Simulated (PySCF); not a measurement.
Dissociation curve of Cl₂, singlet.

Computed with: RKS-M06-2X/6-31G* = restricted M06-2X/6-31G*, spherical d (PySCF); UHF/6-31G* = unrestricted Hartree-Fock/6-31G*, spherical d (PySCF 2.14.0); UMP2 = MP2 on UHF/cc-pVTZ, 10 core orbitals frozen (PySCF 2.14.0).

Energies are in mEh, each relative to the lowest point of its own curve near equilibrium.

```json
[
 {"R / Å": "1.60", "RKS-M06-2X/6-31G*": "130.4", "UHF/6-31G*": "130.4", "UMP2": "123.6"},
 {"R / Å": "1.68", "RKS-M06-2X/6-31G*": "72.4", "UHF/6-31G*": "70.9", "UMP2": "67.8"},
 {"R / Å": "1.80", "RKS-M06-2X/6-31G*": "23.6", "UHF/6-31G*": "21.5", "UMP2": "21.1"},
 {"R / Å": "1.87", "RKS-M06-2X/6-31G*": "9.2", "UHF/6-31G*": "7.6", "UMP2": "7.7"},
 {"R / Å": "1.91", "RKS-M06-2X/6-31G*": "4.3", "UHF/6-31G*": "3.2", "UMP2": "3.3"},
 {"R / Å": "1.98", "RKS-M06-2X/6-31G*": "?", "UHF/6-31G*": "0.0", "UMP2": "0.0"},
 {"R / Å": "2.04", "RKS-M06-2X/6-31G*": "0.0", "UHF/6-31G*": "0.8", "UMP2": "0.6"},
 {"R / Å": "2.08", "RKS-M06-2X/6-31G*": "1.2", "UHF/6-31G*": "2.7", "UMP2": "2.3"},
 {"R / Å": "2.18", "RKS-M06-2X/6-31G*": "7.6", "UHF/6-31G*": "10.6", "UMP2": "12.6"},
 {"R / Å": "2.31", "RKS-M06-2X/6-31G*": "20.5", "UHF/6-31G*": "17.0", "UMP2": "46.0"},
 {"R / Å": "2.44", "RKS-M06-2X/6-31G*": "36.1", "UHF/6-31G*": "19.0", "UMP2": "64.1"},
 {"R / Å": "2.65", "RKS-M06-2X/6-31G*": "62.5", "UHF/6-31G*": "19.2", "UMP2": "78.5"},
 {"R / Å": "2.96", "RKS-M06-2X/6-31G*": "98.2", "UHF/6-31G*": "18.2", "UMP2": "86.3"},
 {"R / Å": "3.30", "RKS-M06-2X/6-31G*": "128.2", "UHF/6-31G*": "17.0", "UMP2": "88.6"},
 {"R / Å": "3.54", "RKS-M06-2X/6-31G*": "143.7", "UHF/6-31G*": "16.4", "UMP2": "89.0"},
 {"R / Å": "3.94", "RKS-M06-2X/6-31G*": "162.2", "UHF/6-31G*": "16.0", "UMP2": "89.2"},
 {"R / Å": "4.40", "RKS-M06-2X/6-31G*": "175.7", "UHF/6-31G*": "16.0", "UMP2": "?"},
 {"R / Å": "4.81", "RKS-M06-2X/6-31G*": "?", "UHF/6-31G*": "16.0", "UMP2": "?"},
 {"R / Å": "5.30", "RKS-M06-2X/6-31G*": "?", "UHF/6-31G*": "16.1", "UMP2": "89.8"},
 {"R / Å": "5.99", "RKS-M06-2X/6-31G*": "?", "UHF/6-31G*": "16.2", "UMP2": "89.9"},
 {"R / Å": "6.97", "RKS-M06-2X/6-31G*": "197.1", "UHF/6-31G*": "16.2", "UMP2": "89.9"},
 {"R / Å": "7.88", "RKS-M06-2X/6-31G*": "199.6", "UHF/6-31G*": "16.2", "UMP2": "89.9"}
]
```

Question: Some entries are withheld; supply them.

Answer: 
- 1.98, RKS-M06-2X/6-31G*: 0.2
- 4.40, UMP2: 89.5
- 4.81, RKS-M06-2X/6-31G*: 183.1
- 4.81, UMP2: 89.7
- 5.30, RKS-M06-2X/6-31G*: 188.5
- 5.99, RKS-M06-2X/6-31G*: 193.1

The restricted form behind RKS-M06-2X/6-31G* keeps the bonding electrons paired and can't separate into open-shell fragments. The unrestricted determinant behind UHF/6-31G*, UMP2 is spin-contaminated at 2.18 to 7.88 Å (<S²> up to 1.0, against 0.00 for a pure singlet).
